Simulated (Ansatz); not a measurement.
# Nickel, fcc: revPBE0 at the revPBE geometry

How do the levels and moments change when part of the exchange is made exact, and what does it cost? The cell comes from an earlier revPBE relaxation. Exact exchange is dear, so the k-mesh is coarse, and revPBE is run on the same mesh for comparison.

Computed with Ansatz 0.2.0 (DFT, plane waves (420 eV) with PBE-made PAW files, scalar-relativistic; functionals as named at each step, unless a step says otherwise).

## (1) The system as given

It takes space group Fm-3m (No. 225, cubic). Conventional cell: a = 3.537 Å, b = 3.537 Å, c = 3.537 Å, α = 90.00°, β = 90.00°, γ = 90.00°. Around Ni (site symmetry m-3m) lie 12 Ni at 2.50 Å.

As a file:

```
Ni
1.0
     2.50117    0.00000    0.00000
     0.00000    2.50117    0.00000
     0.00000    0.00000    3.53558
Ni
2
Direct
  0.00000 0.00000 0.00000
  0.50000 0.50000 0.50000
```

Starting moments (μB): +0.69 ×2.

## (2) revPBE, coarse mesh

The run with revPBE.

The input, input.yaml:

```yaml
crystal:
  lattice:
    - [2.5011651123, 0.0, 0.0]
    - [0.0, 2.5011651123, 0.0]
    - [0.0, 0.0, 3.5355823492]
  atoms:
    - { symbol: Ni, position: [0.0, 0.0, 0.0], spin: 0.686 }
    - { symbol: Ni, position: [0.5, 0.5, 0.5], spin: 0.686 }
hamiltonian:
  xc: revpbe
  pseudopotentials:
    kind: paw
    azcp:
      Ni: "pseudopotentials/Ni.paw.azcp"
basis:
  ecutwfc: 420
  fft_grid_basis: typed
kpoints:
  mp_grid: { grid: [6, 6, 5], shift: [0, 0, 0] }
magnetization:
  spin_polarized: true
scf:
  occupations: { method: fermi_dirac, width: 0.1 }
```

## (3) revPBE0, coarse mesh

The run with revPBE0.

input.yaml: that of step 2 with these lines changed.

```diff
@@ -9,3 +9,3 @@
 hamiltonian:
-  xc: revpbe
+  xc: revpbe0
   pseudopotentials:
```

(Steps that only read results are left out.)

Before running it: what results should come out? Wanted: revPBE: gap; revPBE: magnetic state; revPBE0: gap; revPBE0: magnetic state.

**Answer**, as computed:

| quantity | value |
| --- | --- |
| revPBE: gap | none (levels filled in part) |
| revPBE: magnetic state | ferromagnetic, up to 0.63 μB per atom |
| revPBE0: gap | none (levels filled in part) |
| revPBE0: magnetic state | ferromagnetic, up to 1.02 μB per atom |
| revPBE0: SCF cycles, exchange loops | 90, 13 |
| revPBE0: CPU time over that of revPBE | 31 |

What this shows: Both revPBE and revPBE0 leave levels filled in part. The largest moment goes from 0.63 to 1.02 μB; exact exchange favours larger moments in itinerant magnets. The hybrid took 31 times as much CPU time as revPBE on the same settings. The exchange operator of revPBE0 was renewed in 13 outer loops. The total energies in the logs cannot be compared from one functional to another.
